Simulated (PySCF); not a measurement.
**O, O+: ionisation energy in jorge-DZP-DKH**

Aim: the ionisation energy of oxygen from differences of total energies, at each level of theory, and how far each lands from the tabulated value where there is one.

The numbers are computed with PySCF 2.14.0 (unrestricted determinants in a Gaussian basis, no spin-orbit coupling in the energies), except any that are marked as measured or tabulated.

### 1 What is computed

```
Element                                   : oxygen (Z = 8)
Basis                                     : jorge-DZP-DKH
Hamiltonian                               : scalar relativity by spin-free X2C-1e
State 1                                   : O: [He] 2s2 2p4, high-spin 3P determinant
State 2                                   : O+: [He] 2s2 2p3, high-spin 4S determinant
Methods                                   : UHF, M06-L, M06-2X, MP2, CCSD(T)
Core shells frozen in the correlated runs : valence: 1s2 (for O)
```

Outer shells as boxes (Hund's rule):

O [He] 2s2 2p4
```
[He] core
2s [↑↓]
2p [↑↓][↑ ][↑ ]
```

O+ [He] 2s2 2p3
```
[He] core
2s [↑↓]
2p [↑ ][↑ ][↑ ]
```

The runs were made by one driver on top of PySCF. The scripts below sum up each run's settings (the driver also hands on starting orbitals that pick excited configurations, and frozen orbitals as a list rather than a count), and the logs come from the driver's own runs. The driver starts from symmetry-adapted Hartree-Fock orbitals, holds the occupation by maximum overlap and uses a logarithmic radial grid for functionals, so a plain start would take other cycles.

It was started by

```console
OMP_NUM_THREADS=1 python atomrun2.py TASK.json OUT
```

The integrals over 15 functions and the set-up took 0.09 s of CPU time.

### 2 O: the ladder of methods

**UHF**

input.py reads:

```python
from pyscf import gto, scf, dft, mp, cc
import basis_set_exchange as bse
mol = gto.M(atom="O 0 0 0", charge=0, spin=2, symmetry="D2h",
            basis=gto.basis.parse(bse.get_basis("jorge-DZP-DKH", elements=["O"], fmt="nwchem", header=False)),
            nucmod="G")
mf = scf.UHF(mol).sfx2c1e()
mf.irrep_nelec = {'Ag': (2, 2), 'B1u': (1, 0), 'B2u': (1, 1), 'B3u': (1, 0)}
mf.kernel()
```

The program printed:

```text
damping factor = 0
level_shift factor = 0
DIIS = <class 'pyscf.scf.diis.CDIIS'>
diis_start_cycle = 1
diis_space = 10
diis_damp = 0
SCF conv_tol = 1e-09
SCF conv_tol_grad = None
number electrons alpha = 5  beta = 3
cycle= 1 E= -74.8570445768508  delta_E= -0.00261  |g|= 0.0195  |ddm|= 0.0268
cycle= 2 E= -74.8571570032666  delta_E= -0.000112  |g|= 0.00435  |ddm|= 0.00612
cycle= 3 E= -74.8571649064461  delta_E= -7.9e-06  |g|= 0.000679  |ddm|= 0.00274
cycle= 4 E= -74.857165548208  delta_E= -6.42e-07  |g|= 0.00016  |ddm|= 0.00142
cycle= 5 E= -74.8571655780747  delta_E= -2.99e-08  |g|= 4.61e-05  |ddm|= 0.000321
cycle= 6 E= -74.8571655801955  delta_E= -2.12e-09  |g|= 6.79e-06  |ddm|= 8.59e-05
cycle= 7 E= -74.8571655802505  delta_E= -5.5e-11  |g|= 9.49e-07  |ddm|= 1.4e-05
converged SCF energy = -74.8571655802505  <S^2> = 2.005206  2S+1 = 3.0034687
```

It took 0.1 s on 1 thread of Neoverse-N1, shared host, the integrals not counted.

Orbital energies by shell (radii are means over both spins):

```tsv
shell	electrons	mean orbital energy (eV)	spread (eV)	rms radius (bohr)
1s α	1	-563.82	0	0.230
1s β	1	-561.68	0	0.230
2s α	1	-38.461	0	1.26
2s β	1	-29.251	0	1.26
2p α	3	-18.288	2.649	1.40
2p β	1	-14.050	0	1.40
```

⟨S²⟩ = 2.005, ⟨L²⟩ = 2.01.

**M06-L**

input.py, as changed from the run before:

```diff
@@ -5,3 +5,3 @@
             nucmod="G")
-mf = scf.UHF(mol).sfx2c1e()
+mf = dft.UKS(mol, xc="M06L").sfx2c1e()
 mf.irrep_nelec = {'Ag': (2, 2), 'B1u': (1, 0), 'B2u': (1, 1), 'B3u': (1, 0)}
```

The program printed:

```text
damping factor = 0
level_shift factor = 0
DIIS = <class 'pyscf.scf.diis.CDIIS'>
diis_start_cycle = 1
diis_space = 10
diis_damp = 0
SCF conv_tol = 1e-09
SCF conv_tol_grad = None
number electrons alpha = 5  beta = 3
XC functionals = M06L
    Y. Zhao and D. G. Truhlar.,  J. Chem. Phys. 125, 194101 (2006)
    Y. Zhao and D. G. Truhlar.,  J. Chem. Phys. 125, 194101 (2006)
    Y. Zhao and D. G. Truhlar.,  Theor. Chem. Acc. 120, 215 (2008)
cycle= 1 E= -75.1262209476849  delta_E= -0.0021  |g|= 0.00748  |ddm|= 0.0326
cycle= 2 E= -75.1262408753734  delta_E= -1.99e-05  |g|= 0.000944  |ddm|= 0.00467
cycle= 3 E= -75.1262412920223  delta_E= -4.17e-07  |g|= 0.000208  |ddm|= 0.001
cycle= 4 E= -75.1262413106263  delta_E= -1.86e-08  |g|= 4.19e-05  |ddm|= 0.000222
cycle= 5 E= -75.1262413116275  delta_E= -1e-09  |g|= 2.9e-06  |ddm|= 4.76e-05
cycle= 6 E= -75.1262413116358  delta_E= -8.24e-12  |g|= 1.67e-07  |ddm|= 5.79e-06
converged SCF energy = -75.1262413116358  <S^2> = 2.0050142  2S+1 = 3.003341
```

Time after the integrals: 0.23 s (1 thread of Neoverse-N1, shared host).

**M06-2X**

input.py, as changed from the run before:

```diff
@@ -5,3 +5,3 @@
             nucmod="G")
-mf = dft.UKS(mol, xc="M06L").sfx2c1e()
+mf = dft.UKS(mol, xc="M062X").sfx2c1e()
 mf.irrep_nelec = {'Ag': (2, 2), 'B1u': (1, 0), 'B2u': (1, 1), 'B3u': (1, 0)}
```

The program printed:

```text
damping factor = 0
level_shift factor = 0
DIIS = <class 'pyscf.scf.diis.CDIIS'>
diis_start_cycle = 1
diis_space = 10
diis_damp = 0
SCF conv_tol = 1e-09
SCF conv_tol_grad = None
number electrons alpha = 5  beta = 3
XC functionals = M062X
    Y. Zhao and D. G. Truhlar.,  Theor. Chem. Acc. 120, 215 (2008)
    Y. Zhao and D. G. Truhlar.,  Theor. Chem. Acc. 120, 215 (2008)
cycle= 1 E= -75.1106322806114  delta_E= -0.00122  |g|= 0.00998  |ddm|= 0.0359
cycle= 2 E= -75.110668729575  delta_E= -3.64e-05  |g|= 0.00386  |ddm|= 0.011
cycle= 3 E= -75.1106751205086  delta_E= -6.39e-06  |g|= 0.0011  |ddm|= 0.00406
cycle= 4 E= -75.1106758026201  delta_E= -6.82e-07  |g|= 0.000116  |ddm|= 0.00128
cycle= 5 E= -75.110675819618  delta_E= -1.7e-08  |g|= 1.01e-05  |ddm|= 0.000246
cycle= 6 E= -75.1106758197336  delta_E= -1.16e-10  |g|= 1.1e-06  |ddm|= 2.04e-05
converged SCF energy = -75.1106758197336  <S^2> = 2.002991  2S+1 = 3.0019933
```

Time after the integrals: 0.23 s (1 thread of Neoverse-N1, shared host).

**MP2 (valence)**

input.py, as changed from the run before:

```diff
@@ -5,4 +5,5 @@
             nucmod="G")
-mf = dft.UKS(mol, xc="M062X").sfx2c1e()
+mf = scf.UHF(mol).sfx2c1e()
 mf.irrep_nelec = {'Ag': (2, 2), 'B1u': (1, 0), 'B2u': (1, 1), 'B3u': (1, 0)}
 mf.kernel()
+mp.UMP2(mf, frozen=1).kernel()
```

The driver printed no log here.

It took 0.01 s on 1 thread of Neoverse-N1, shared host, the integrals not counted.

With 6 electrons correlated, the MP2 correlation energy is -0.09816 hartree (-0.02442 same spin, -0.07373 opposite spin); the SCS form gives -0.09662. Largest pairs of shells: 2p-2p -0.0456, 2s-2p -0.0444, 2s-2s -0.0082.

**CCSD(T) (valence)**

input.py, as changed from the run before:

```diff
@@ -8,2 +8,3 @@
 mf.kernel()
-mp.UMP2(mf, frozen=1).kernel()
+mycc = cc.CCSD(mf, frozen=1).run()
+mycc.ccsd_t()
```

The program printed:

```text
CC2 = 0
CCSD nocc = (np.int64(4), np.int64(2)), nmo = (14, 14)
frozen orbitals [[0], [0]]
max_cycle = 100
direct = 0
conv_tol = 1e-08
conv_tol_normt = 1e-06
diis_space = 8
diis_start_cycle = 0
Init t2, MP2 energy = -0.0981556546101117
Init E_corr(UCCSD) = -0.0981556546106401
cycle = 1  E_corr(UCCSD) = -0.109776207309364  dE = -0.0116205527  norm(t1,t2) = 0.0259923
cycle = 2  E_corr(UCCSD) = -0.111962397804327  dE = -0.00218619049  norm(t1,t2) = 0.00814742
cycle = 3  E_corr(UCCSD) = -0.112900912641695  dE = -0.000938514837  norm(t1,t2) = 0.00370661
cycle = 4  E_corr(UCCSD) = -0.112868844667853  dE = 3.20679738e-05  norm(t1,t2) = 0.00115884
cycle = 5  E_corr(UCCSD) = -0.112885039944765  dE = -1.61952769e-05  norm(t1,t2) = 0.000217681
cycle = 6  E_corr(UCCSD) = -0.112884702435203  dE = 3.37509562e-07  norm(t1,t2) = 3.43312e-05
cycle = 7  E_corr(UCCSD) = -0.112884956378741  dE = -2.53943538e-07  norm(t1,t2) = 6.86013e-06
cycle = 8  E_corr(UCCSD) = -0.112884908898102  dE = 4.7480639e-08  norm(t1,t2) = 1.6549e-06
cycle = 9  E_corr(UCCSD) = -0.112884907261972  dE = 1.63612972e-09  norm(t1,t2) = 3.74592e-07
UCCSD converged
E(UCCSD) = -74.97005048751249  E_corr = -0.1128849072619722
UCCSD(T) correction = -0.00114241798728757
```

Time after the integrals: 0.16 s (1 thread of Neoverse-N1, shared host).

CCSD correlation -0.11288 hartree, triples -0.00114; total -74.971193. T1 = 0.005, largest double amplitude 0.057.

Radial density 4πr²ρ of O at UHF:

```tsv
r (bohr)	density	spin density
0.00285	0.0315	0.000
0.00480	0.0871	0.000
0.00808	0.233	0.000
0.0136	0.594	0.000
0.0229	1.44	0.001
0.0384	3.16	0.002
0.0646	5.89	0.007
0.109	8.33	0.033
0.183	7.57	0.145
0.308	3.99	0.501
0.517	3.48	1.233
0.870	4.81	1.610
1.46	2.74	0.855
2.46	0.504	0.139
4.14	0.0162	0.005
```

### 3 O+

**UHF**

input.py reads:

```python
from pyscf import gto, scf, dft, mp, cc
import basis_set_exchange as bse
mol = gto.M(atom="O 0 0 0", charge=1, spin=3, symmetry="D2h",
            basis=gto.basis.parse(bse.get_basis("jorge-DZP-DKH", elements=["O"], fmt="nwchem", header=False)),
            nucmod="G")
mf = scf.UHF(mol).sfx2c1e()
mf.irrep_nelec = {'Ag': (2, 2), 'B1u': (1, 0), 'B2u': (1, 0), 'B3u': (1, 0)}
mf.kernel()
```

The program printed:

```text
damping factor = 0
level_shift factor = 0
DIIS = <class 'pyscf.scf.diis.CDIIS'>
diis_start_cycle = 1
diis_space = 10
diis_damp = 0
SCF conv_tol = 1e-09
SCF conv_tol_grad = None
number electrons alpha = 5  beta = 2
cycle= 1 E= -74.4166208412782  delta_E= -8.67e-10  |g|= 1.1e-05  |ddm|= 4.39e-05
converged SCF energy = -74.4166208412782  <S^2> = 3.754535  2S+1 = 4.0022669
```

Time after the integrals: 0.06 s (1 thread of Neoverse-N1, shared host).

Orbital energies by shell (radii are means over both spins):

```tsv
shell	electrons	mean orbital energy (eV)	spread (eV)	rms radius (bohr)
1s α	1	-583.27	0	0.230
1s β	1	-579.63	0	0.230
2s α	1	-56.429	0	1.21
2s β	1	-41.762	0	1.21
2p α	3	-36.260	0	1.21
```

⟨S²⟩ = 3.755, ⟨L²⟩ = 0.00.

**M06-L**

input.py, as changed from the run before:

```diff
@@ -5,3 +5,3 @@
             nucmod="G")
-mf = scf.UHF(mol).sfx2c1e()
+mf = dft.UKS(mol, xc="M06L").sfx2c1e()
 mf.irrep_nelec = {'Ag': (2, 2), 'B1u': (1, 0), 'B2u': (1, 0), 'B3u': (1, 0)}
```

The program printed:

```text
damping factor = 0
level_shift factor = 0
DIIS = <class 'pyscf.scf.diis.CDIIS'>
diis_start_cycle = 1
diis_space = 10
diis_damp = 0
SCF conv_tol = 1e-09
SCF conv_tol_grad = None
number electrons alpha = 5  beta = 2
XC functionals = M06L
    Y. Zhao and D. G. Truhlar.,  J. Chem. Phys. 125, 194101 (2006)
    Y. Zhao and D. G. Truhlar.,  J. Chem. Phys. 125, 194101 (2006)
    Y. Zhao and D. G. Truhlar.,  Theor. Chem. Acc. 120, 215 (2008)
cycle= 1 E= -74.6245524741664  delta_E= -0.000305  |g|= 0.00451  |ddm|= 0.0221
cycle= 2 E= -74.6245594157209  delta_E= -6.94e-06  |g|= 0.0014  |ddm|= 0.00581
cycle= 3 E= -74.6245601696624  delta_E= -7.54e-07  |g|= 0.000108  |ddm|= 0.00139
cycle= 4 E= -74.6245601735432  delta_E= -3.88e-09  |g|= 4.02e-06  |ddm|= 0.000114
cycle= 5 E= -74.624560173548  delta_E= -4.85e-12  |g|= 1.01e-07  |ddm|= 3.81e-06
converged SCF energy = -74.624560173548  <S^2> = 3.7553133  2S+1 = 4.0026558
```

It took 0.19 s on 1 thread of Neoverse-N1, shared host, the integrals not counted.

**M06-2X**

input.py, as changed from the run before:

```diff
@@ -5,3 +5,3 @@
             nucmod="G")
-mf = dft.UKS(mol, xc="M06L").sfx2c1e()
+mf = dft.UKS(mol, xc="M062X").sfx2c1e()
 mf.irrep_nelec = {'Ag': (2, 2), 'B1u': (1, 0), 'B2u': (1, 0), 'B3u': (1, 0)}
```

The program printed:

```text
damping factor = 0
level_shift factor = 0
DIIS = <class 'pyscf.scf.diis.CDIIS'>
diis_start_cycle = 1
diis_space = 10
diis_damp = 0
SCF conv_tol = 1e-09
SCF conv_tol_grad = None
number electrons alpha = 5  beta = 2
XC functionals = M062X
    Y. Zhao and D. G. Truhlar.,  Theor. Chem. Acc. 120, 215 (2008)
    Y. Zhao and D. G. Truhlar.,  Theor. Chem. Acc. 120, 215 (2008)
cycle= 1 E= -74.608936952617  delta_E= -0.000872  |g|= 0.00688  |ddm|= 0.0403
cycle= 2 E= -74.6089545103106  delta_E= -1.76e-05  |g|= 0.00115  |ddm|= 0.00732
cycle= 3 E= -74.6089551780897  delta_E= -6.68e-07  |g|= 0.000255  |ddm|= 0.00143
cycle= 4 E= -74.6089552019556  delta_E= -2.39e-08  |g|= 1.42e-05  |ddm|= 0.000296
cycle= 5 E= -74.6089552020411  delta_E= -8.55e-11  |g|= 1e-06  |ddm|= 1.45e-05
converged SCF energy = -74.6089552020411  <S^2> = 3.752048  2S+1 = 4.0010239
```

It took 0.19 s on 1 thread of Neoverse-N1, shared host, the integrals not counted.

**MP2 (valence)**

input.py, as changed from the run before:

```diff
@@ -5,4 +5,5 @@
             nucmod="G")
-mf = dft.UKS(mol, xc="M062X").sfx2c1e()
+mf = scf.UHF(mol).sfx2c1e()
 mf.irrep_nelec = {'Ag': (2, 2), 'B1u': (1, 0), 'B2u': (1, 0), 'B3u': (1, 0)}
 mf.kernel()
+mp.UMP2(mf, frozen=1).kernel()
```

No log was kept for this step.

Time after the integrals: 0.01 s (1 thread of Neoverse-N1, shared host).

With 5 electrons correlated, the MP2 correlation energy is -0.06687 hartree (-0.01705 same spin, -0.04983 opposite spin); the SCS form gives -0.06547. Largest pairs of shells: 2s-2p -0.0447, 2p-2p -0.0145, 2s-2s -0.0077.

**CCSD(T) (valence)**

input.py, as changed from the run before:

```diff
@@ -8,2 +8,3 @@
 mf.kernel()
-mp.UMP2(mf, frozen=1).kernel()
+mycc = cc.CCSD(mf, frozen=1).run()
+mycc.ccsd_t()
```

The program printed:

```text
CC2 = 0
CCSD nocc = (np.int64(4), np.int64(1)), nmo = (14, 14)
frozen orbitals [[0], [0]]
max_cycle = 100
direct = 0
conv_tol = 1e-08
conv_tol_normt = 1e-06
diis_space = 8
diis_start_cycle = 0
Init t2, MP2 energy = -0.0668743487328784
Init E_corr(UCCSD) = -0.0668743487664333
cycle = 1  E_corr(UCCSD) = -0.0780929014427929  dE = -0.0112185527  norm(t1,t2) = 0.0231511
cycle = 2  E_corr(UCCSD) = -0.0803144258903595  dE = -0.00222152445  norm(t1,t2) = 0.00679147
cycle = 3  E_corr(UCCSD) = -0.0811395080839001  dE = -0.000825082194  norm(t1,t2) = 0.00247537
cycle = 4  E_corr(UCCSD) = -0.0811030417609988  dE = 3.64663229e-05  norm(t1,t2) = 0.000330741
cycle = 5  E_corr(UCCSD) = -0.0811059895814595  dE = -2.94782046e-06  norm(t1,t2) = 5.62676e-05
cycle = 6  E_corr(UCCSD) = -0.0811060694966773  dE = -7.99152178e-08  norm(t1,t2) = 7.74906e-06
cycle = 7  E_corr(UCCSD) = -0.0811061661956459  dE = -9.66989686e-08  norm(t1,t2) = 5.84431e-07
cycle = 8  E_corr(UCCSD) = -0.0811061565941654  dE = 9.60148047e-09  norm(t1,t2) = 5.47417e-08
UCCSD converged
E(UCCSD) = -74.49772699787239  E_corr = -0.08110615659416542
UCCSD(T) correction = -0.000502420896415009
```

It took 0.14 s on 1 thread of Neoverse-N1, shared host, the integrals not counted.

CCSD correlation -0.08111 hartree, triples -0.00050; total -74.498229. T1 = 0.004, largest double amplitude 0.034.

Radial density 4πr²ρ of O+ at UHF:

```tsv
r (bohr)	density	spin density
0.00285	0.0316	0.000
0.00480	0.0875	0.000
0.00808	0.234	0.000
0.0136	0.597	0.000
0.0229	1.45	0.001
0.0384	3.17	0.003
0.0646	5.92	0.013
0.109	8.36	0.057
0.183	7.57	0.248
0.308	3.93	0.854
0.517	3.37	2.074
0.870	4.49	2.608
1.46	2.15	1.216
2.46	0.238	0.125
4.14	0.00410	0.004
```

### 4 Orbital energies side by side

Highest occupied Hartree-Fock shell of each state: O 2p β at -14.050 eV; O+ 2p α at -36.260 eV.

### 5 The energy differences

Ionisation energy: O [He] 2s2 2p4 (3P) → O+ [He] 2s2 2p3 (4S).

```tsv
method	value (eV)	error (eV)	CPU time, both states (s)
UHF	11.988	-1.621	0.16
M06-L	13.651	+0.043	0.42
M06-2X	13.653	+0.044	0.42
MP2 (valence)	12.839	-0.769	0.16
SCS-MP2 (valence)	12.835	-0.773	0.16
CCSD (valence)	12.853	-0.756	
CCSD(T) (valence)	12.870	-0.738	0.44
```

Reference: 13.608 eV (measured; NIST levels, between the centres of gravity of the two terms). Errors of the correlated levels include the incompleteness of this basis.

Times are CPU seconds on a shared host without the integrals; correlated rows include their Hartree-Fock run, whose time holds the symmetry-adapted start and any spin-orbit constants, while functionals begin from orbitals already made.

### 6 What came out

| quantity | value |
| --- | --- |
| ionisation energy, O | UHF 11.988, CCSD(T) (valence) 12.870 eV; reference 13.608 |

Accuracy against cost (mean over 1 difference):

```tsv
method	mean absolute miss against the measured value (with the measured fine structure taken into account where it is known) (eV)	CPU time, both states (s)
UHF	1.621	0.16
M06-L	0.043	0.42
M06-2X	0.044	0.42
MP2 (valence)	0.769	0.16
SCS-MP2 (valence)	0.773	0.16
CCSD (valence)	0.756	
CCSD(T) (valence)	0.738	0.44
```

Against experiment M06-L comes closest (off by 0.04 eV), level with M06-2X and UHF is farthest (1.62 eV). Hartree-Fock falls short because the species with more electrons holds more correlation energy, which it lacks. All values hold for this basis alone; no basis-set limit was taken.
